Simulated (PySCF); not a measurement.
## Which functional comes closest?

Molecule: `FCCl`, CH₂ClF.

Geometry:
| atom | x (Å) | y (Å) | z (Å) |
| --- | --- | --- | --- |
| F1 | 0.972 | -0.946 | 0.080 |
| C2 | 0.106 | 0.079 | -0.011 |
| Cl3 | -1.570 | -0.492 | 0.085 |
| H4 | 0.265 | 0.775 | 0.826 |
| H5 | 0.227 | 0.584 | -0.980 |

Geometry PBE0-D3(BJ)/def2-SVP throughout; GIAO in PySCF 2.14.0 with density-fitted response routines, gas phase, one conformer, non-relativistic; equivalent atoms averaged; basis pcSseg-2.

Reference values (measured; G. Saielli, R. Bini, A. Bagno, Computational 19F NMR. 2. Organic compounds, RSC Adv. 2014, ESI (exp. from Berger-Braun-Kalinowski 1994 and Everett 1995)): δ(F1) = -168.7 ppm vs CFCl3. Computed shifts are taken against CFCl3, calculated as an isolated molecule at each level.

How do the functionals HF, LDA, PBE, BLYP, BP86, OPBE, KT2, KT3, B97-D, B3LYP, PBE0, mPW1PW91, WP04, B97-2, BHandHLYP, CAM-B3LYP, wB97X-D, LC-wPBE perform against the reference? Times are CPU seconds on shared hosts with different chips, so compare them loosely; the GGAs took longer than the global hybrids here, which isn't the general rule, and the cause wasn't traced.

Answers


```
functional                    kind      F1  abs. error F  core-s
        HF            Hartree–Fock  -149.7          19.0     1.8
       LDA                     LDA  -209.4          40.7     4.4
       PBE                     GGA  -199.4          30.7     5.6
      BLYP                     GGA  -195.2          26.5     5.6
      BP86                     GGA  -200.0          31.3     5.3
      OPBE                     GGA  -192.6          23.9     5.6
       KT2                     GGA  -203.4          34.7     5.9
       KT3                     GGA  -192.8          24.1     5.9
     B97-D                     GGA  -191.2          22.5     5.6
     B3LYP           global hybrid  -184.7          16.0     3.7
      PBE0           global hybrid  -185.3          16.6     3.6
  mPW1PW91           global hybrid  -184.3          15.6     3.7
      WP04           global hybrid  -176.8           8.1     4.8
     B97-2           global hybrid  -182.2          13.5     4.4
 BHandHLYP           global hybrid  -170.3           1.6     4.4
 CAM-B3LYP  range-separated hybrid  -178.2           9.5     5.8
   wB97X-D  range-separated hybrid  -179.3          10.6     5.6
   LC-wPBE  range-separated hybrid  -172.2           3.5     8.1
```

For 19F the closest is BHandHLYP (1.6 ppm) and the furthest LDA (40.7 ppm). One molecule is a small sample, and vibrational and solvent effects are absent from the calculation.
